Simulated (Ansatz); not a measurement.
Cartesian coordinates in Å:
```
N -0.303 1.135 0.145
C -0.073 -0.107 -0.475
C 0.119 -1.253 0.133
S 0.293 -2.620 0.858
H -0.165 1.100 1.146
H 0.272 1.868 -0.248
H -0.142 -0.123 -1.559
```

Total charge 0; spin multiplicity 1.

Question: List the ωB97M-V/def2-TZVPP orbital energies in eV (Ansatz). (Estimate.)

Answer: The calculation gave: Occupied: -2427.09, -395.05, -283.27, -282.68, -221.05, -164.13, -164.13, -163.95, -28.45, -25.37, -22.57, -18.15, -16.75, -15.15, -14.30, -13.03, -11.26, -10.99, -7.64. Lowest empty: -0.01, 2.54, 2.88, 3.56, 3.81, 4.92, 5.43, 7.02.
